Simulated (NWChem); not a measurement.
# C4H10S (diethyl sulfide): levels of theory compared

Wanted: a comparison of 6 runs (BP86/DGauss-DZVP, BP86/MINI, BP86/SBKJC-VDZ, BP86/LANL2DZ, BP86/MIDI!, BP86/jorge-DZP) of C4H10S (diethyl sulfide). 

The results are computed with NWChem 7.3.0.

### Step 1. The molecule

C4H10S has 15 atoms, charge 0, and is taken as a singlet. As SMILES, `CCSCC`. The coordinates come from a PBE0-D4/def2-TZVP relaxation. This is one conformer, not always the lowest.

Bond lengths: C1–C2 1.515 Å, C2–S3 1.806 Å, S3–C4 1.806 Å, C4–C5 1.515 Å, C1–H6 1.092 Å, C1–H7 1.094 Å, C1–H8 1.092 Å, C2–H9 1.093 Å, C2–H10 1.093 Å, C4–H11 1.093 Å, C4–H12 1.093 Å, C5–H13 1.092 Å, C5–H14 1.092 Å, C5–H15 1.094 Å. Some angles: C1–C2–S3 114.8°, C2–S3–C4 102.2°, S3–C4–C5 114.8°, C1–C2–H9 110.6°, C1–C2–H10 111.2°, S3–C2–H9 103.6°, S3–C2–H10 109.5°, C2–C1–H6 110.9°, C2–C1–H7 110.4°, C2–C1–H8 111.6°.

### Step 2. Energy and forces at BP86/DGauss-DZVP (run 1)

Input file m1.nw:

```
START m1
TITLE "C4H10S BP86"
memory 2200 mb
charge 0

GEOMETRY units angstroms noautosym nocenter noautoz
   C       -1.973500       0.077200      -0.225200
   C       -0.909300      -0.781100      -0.878900
   S        0.234800      -1.576900       0.269900
   C        1.046600      -0.160100       1.041900
   C        1.852100       0.706000       0.094600
   H       -2.543000      -0.499300       0.506200
   H       -2.666800       0.464900      -0.977100
   H       -1.537200       0.936200       0.289400
   H       -1.365700      -1.620400      -1.409900
   H       -0.344200      -0.212900      -1.622000
   H        0.307100       0.431800       1.587200
   H        1.697200      -0.614700       1.793500
   H        2.597900       0.111800      -0.436800
   H        1.214400       1.189000      -0.649100
   H        2.367900       1.497700       0.645600
END

BASIS spherical bse
   * library DGauss-DZVP
END

DFT
   xc becke88 perdew86
   grid fine
   convergence energy 1e-08
   iterations 100
   mulliken
   print low
END

TASK dft gradient
```

Launch:

```
$ nwchem m1.nw > m1.out
```

Standard output:

```text
[...]
 d= 0,ls=0.0,diis     1   -556.5994656328 -7.97D+02  9.04D-03  3.87D-01     9.5
[...]
 d= 0,ls=0.0,diis     8   -556.6406715894  5.15D-09  3.97D-06  9.75D-08    54.6
         Total DFT energy =     -556.640671589428
      One electron energy =    -1238.650742494571
           Coulomb energy =      492.698270178677
    Exchange-Corr. energy =      -51.051422310280
 Nuclear repulsion energy =      240.363223036747
[...]
                         DFT ENERGY GRADIENTS
    atom               coordinates                        gradient
                 x          y          z           x          y          z
   1 C      -3.729374   0.145887  -0.425566    0.002139  -0.001354  -0.000520
   2 C      -1.718328  -1.476065  -1.660880    0.001256  -0.000665   0.003562
   3 S       0.443708  -2.979909   0.510037   -0.002603   0.017182  -0.002945
   4 C       1.977787  -0.302545   1.968906   -0.000825  -0.002074  -0.003153
   5 C       3.499962   1.334147   0.178768   -0.001711  -0.001703   0.001049
   6 H      -4.805573  -0.943540   0.956579    0.004178   0.003448  -0.004809
   7 H      -5.039521   0.878534  -1.846451    0.004908  -0.002822   0.004731
   8 H      -2.904887   1.769161   0.546887   -0.002232  -0.005843  -0.003382
   9 H      -2.580799  -3.062112  -2.664325    0.003105   0.005027   0.003896
  10 H      -0.650444  -0.402323  -3.065136   -0.003094  -0.003736   0.005706
  11 H       0.580335   0.815984   2.999373    0.004266  -0.004307  -0.004306
[...]
```

Wall time 65 s (1 thread of Intel Xeon Platinum 8259CL at 2.50GHz (Skylake/Cascade Lake), shared host); peak memory 0.13 GiB.

### Step 3. Energy and gradient at BP86/MINI (run 2)

Input file a.xyz:

```xyz
15

C     -1.973500     0.077200    -0.225200
C     -0.909300    -0.781100    -0.878900
S      0.234800    -1.576900     0.269900
C      1.046600    -0.160100     1.041900
C      1.852100     0.706000     0.094600
H     -2.543000    -0.499300     0.506200
H     -2.666800     0.464900    -0.977100
H     -1.537200     0.936200     0.289400
H     -1.365700    -1.620400    -1.409900
H     -0.344200    -0.212900    -1.622000
H      0.307100     0.431800     1.587200
H      1.697200    -0.614700     1.793500
H      2.597900     0.111800    -0.436800
H      1.214400     1.189000    -0.649100
H      2.367900     1.497700     0.645600
```

Input file a.nw:

```
start a
memory 2200 mb
charge 0
geometry units angstrom noautosym nocenter noautoz
  load format xyz a.xyz
end
basis spherical bse
  * library MINI
end
dft
  xc becke88 perdew86
  grid fine
  convergence energy 1e-08
  maxiter 100
  mulliken
  print low
end
task dft gradient
```

Launch:

```
$ nwchem a.nw > a.out
```

Standard output:

```text
[...]
 d= 0,ls=0.0,diis     1   -553.2560414377 -7.94D+02  4.26D-02  3.70D-01     4.0
[...]
 d= 0,ls=0.0,diis     8   -553.3076962935 -5.22D-10  2.39D-06  2.22D-09    18.6
         Total DFT energy =     -553.307696293539
      One electron energy =    -1230.528489818047
           Coulomb energy =      487.214047756988
    Exchange-Corr. energy =      -50.356477269227
 Nuclear repulsion energy =      240.363223036747
[...]
                         DFT ENERGY GRADIENTS
    atom               coordinates                        gradient
                 x          y          z           x          y          z
   1 C      -3.729374   0.145887  -0.425566   -0.024057   0.016401   0.014886
   2 C      -1.718328  -1.476065  -1.660880    0.001815  -0.018470  -0.032605
   3 S       0.443708  -2.979909   0.510037   -0.012038   0.079924  -0.013642
   4 C       1.977787  -0.302545   1.968906    0.001979  -0.006556   0.036785
   5 C       3.499962   1.334147   0.178768    0.019023   0.016791  -0.020529
   6 H      -4.805573  -0.943540   0.956579    0.037943   0.039411  -0.048945
   7 H      -5.039521   0.878534  -1.846451    0.046592  -0.025862   0.049725
   8 H      -2.904887   1.769161   0.546887   -0.029941  -0.056154  -0.034128
   9 H      -2.580799  -3.062112  -2.664325    0.032901   0.053591   0.036758
  10 H      -0.650444  -0.402323  -3.065136   -0.034065  -0.040197   0.050012
  11 H       0.580335   0.815984   2.999373    0.046476  -0.042693  -0.035837
[...]
```

It took 23 s on 1 thread of Intel Xeon Platinum 8259CL at 2.50GHz (Skylake/Cascade Lake), shared host; peak memory 0.12 GiB.

### Step 4. Energy and forces at BP86/SBKJC-VDZ (core potential) (run 3)

Input file c4h10s.nw:

```
start c4h10s
memory stack 880 mb heap 220 mb global 1100 mb

geometry units angstroms noautosym nocenter noautoz
C     -1.973500     0.077200    -0.225200
C     -0.909300    -0.781100    -0.878900
S      0.234800    -1.576900     0.269900
C      1.046600    -0.160100     1.041900
C      1.852100     0.706000     0.094600
H     -2.543000    -0.499300     0.506200
H     -2.666800     0.464900    -0.977100
H     -1.537200     0.936200     0.289400
H     -1.365700    -1.620400    -1.409900
H     -0.344200    -0.212900    -1.622000
H      0.307100     0.431800     1.587200
H      1.697200    -0.614700     1.793500
H      2.597900     0.111800    -0.436800
H      1.214400     1.189000    -0.649100
H      2.367900     1.497700     0.645600
end

basis spherical bse
C library SBKJC-VDZ
S library SBKJC-VDZ
H library SBKJC-VDZ
end

ecp bse
C library SBKJC-VDZ
S library SBKJC-VDZ
end

dft
xc becke88 perdew86
mult 1
grid fine
convergence energy 1e-08
iterations 100
mulliken
noprint "final vectors analysis"
end

task dft gradient
```

Launch:

```
$ nwchem c4h10s.nw > c4h10s.out
```

Standard output:

```text
[...]
          Wavefunction type:  closed shell.
          No. of atoms     :    15
          No. of electrons :    32
[...]
          Charge           :     0
          Spin multiplicity:     1
[...]
          AO basis - number of functions:    60
[...]
              XC Information
              --------------
                    Becke 1988 Exchange Functional  1.000
                Perdew 1981 Correlation Functional  1.000 local
                Perdew 1986 Correlation Functional  1.000 non-local
[...]
 d= 0,ls=0.0,diis     1    -38.7475873888 -1.44D+02  1.93D-02  1.99D-01     4.7
[...]
 d= 0,ls=0.0,diis     8    -38.7843226049 -3.70D-09  5.73D-06  3.58D-08    21.5
         Total DFT energy =      -38.784322604950
      One electron energy =     -264.490376742338
           Coulomb energy =      133.763163596519
    Exchange-Corr. energy =      -12.969762128640
 Nuclear repulsion energy =      104.912652669510
[...]
      Total Density - Mulliken Population Analysis
     ---------------------------------------------
    Atom       Charge   Shell Charges
 -----------   ------   -------------------------------------------------------
    1 C    4     4.41   1.13  2.73 -0.02  0.57
    2 C    4     4.49   1.14  2.68  0.03  0.64
    3 S    6     5.90   1.56  3.32  0.39  0.62
    4 C    4     4.49   1.14  2.68  0.03  0.64
    5 C    4     4.41   1.13  2.73 -0.02  0.57
    6 H    1     0.83   0.46  0.37
    7 H    1     0.84   0.46  0.38
    8 H    1     0.85   0.46  0.39
    9 H    1     0.81   0.46  0.35
   10 H    1     0.83   0.46  0.37
[...]
  wavefunction    = closed shell
[...]
```

Wall time 27 s (1 thread of Intel Xeon Platinum 8259CL at 2.50GHz (Skylake/Cascade Lake), shared host); peak memory 0.12 GiB.

Runs 4 to 5 aren't shown in full; the table further down has their settings and results.

### Step 5. Energy and gradient at BP86/jorge-DZP (run 6)

Input file m1.nw:

```
START m1
TITLE "C4H10S"
memory stack 880 mb heap 220 mb global 1100 mb
GEOMETRY units angstrom noautosym nocenter noautoz
  C       -1.973500       0.077200      -0.225200
  C       -0.909300      -0.781100      -0.878900
  S        0.234800      -1.576900       0.269900
  C        1.046600      -0.160100       1.041900
  C        1.852100       0.706000       0.094600
  H       -2.543000      -0.499300       0.506200
  H       -2.666800       0.464900      -0.977100
  H       -1.537200       0.936200       0.289400
  H       -1.365700      -1.620400      -1.409900
  H       -0.344200      -0.212900      -1.622000
  H        0.307100       0.431800       1.587200
  H        1.697200      -0.614700       1.793500
  H        2.597900       0.111800      -0.436800
  H        1.214400       1.189000      -0.649100
  H        2.367900       1.497700       0.645600
END
BASIS "ao basis" spherical bse
  * library jorge-DZP
END
DFT
  xc becke88 perdew86
  grid fine
  convergence energy 1e-08
  maxiter 100
  mulliken
  noprint "final vectors analysis"
END
TASK dft gradient
```

Launch:

```
$ nwchem m1.nw > m1.out
```

Standard output:

```text
[...]
          Wavefunction type:  closed shell.
          No. of atoms     :    15
          No. of electrons :    50
[...]
          Charge           :     0
          Spin multiplicity:     1
[...]
          AO basis - number of functions:   134
[...]
              XC Information
              --------------
                    Becke 1988 Exchange Functional  1.000
                Perdew 1981 Correlation Functional  1.000 local
                Perdew 1986 Correlation Functional  1.000 non-local
[...]
 d= 0,ls=0.0,diis     1   -556.6324171176 -7.97D+02  5.70D-03  3.15D+00    13.7
[...]
 d= 0,ls=0.0,diis     8   -556.6797180164  4.43D-09  2.47D-06  8.20D-08    68.2
         Total DFT energy =     -556.679718016436
      One electron energy =    -1238.988874949223
           Coulomb energy =      493.143473316202
    Exchange-Corr. energy =      -51.197539420161
 Nuclear repulsion energy =      240.363223036747
[...]
      Total Density - Mulliken Population Analysis
     ---------------------------------------------
    Atom       Charge   Shell Charges
 -----------   ------   -------------------------------------------------------
    1 C    6     6.15   0.93  1.05  0.70  0.40  2.56  0.47  0.04
    2 C    6     6.18   0.93  1.05  0.71  0.46  2.52  0.46  0.06
    3 S   16    16.07   0.32  0.74  0.76  0.16  1.99  1.12  0.75  5.68  0.68  2.22  1.56  0.10
    4 C    6     6.18   0.93  1.05  0.71  0.46  2.52  0.46  0.06
    5 C    6     6.15   0.93  1.05  0.70  0.40  2.56  0.47  0.04
    6 H    1     0.92   0.73  0.17  0.02
    7 H    1     0.94   0.73  0.18  0.02
    8 H    1     0.93   0.73  0.17  0.02
    9 H    1     0.93   0.74  0.17  0.02
   10 H    1     0.92   0.73  0.16  0.02
[...]
  wavefunction    = closed shell
[...]
```

It took 86 s on 1 thread of Intel Xeon Platinum 8259CL at 2.50GHz (Skylake/Cascade Lake), shared host; peak memory 0.14 GiB.

### Step 6. The series

| run | level | core potential | energy (Eh) | largest force (eV/Å) | wall time |
| --- | --- | --- | --- | --- | --- |
| 1 | BP86/DGauss-DZVP | – | -556.640672 | 0.906 | 65 s |
| 2 | BP86/MINI | – | -553.307696 | 4.215 | 23 s |
| 3 | BP86/SBKJC-VDZ (core potential) | SBKJC-VDZ | -38.784323 | 2.750 | 27 s |
| 4 | BP86/LANL2DZ (core potential) | LANL2DZ | -168.542202 | 2.379 | 38 s |
| 5 | BP86/MIDI! | – | -553.803012 | 1.198 | 48 s |
| 6 | BP86/jorge-DZP | – | -556.679718 | 0.974 | 86 s |

### Step 7. Outcome

```
                       quantity          value
            run 6: total energy  -556.67972 Eh
           run 6: dipole moment         1.66 D
run 6: largest force on an atom     0.974 eV/Å
```

In words: Among the runs that give it from their own density at one geometry, the dipole moment runs from 1.66 D (BP86/jorge-DZP) to 2.07 D (BP86/SBKJC-VDZ). The two ends differ in basis and treatment of relativity. Some runs of one species differ in core potentials or relativity; totals across that change don't compare. In run 2 the basis is minimal, so dipoles, gaps and forces are rough. All runs together took 4.8 min, the longest 86 s.
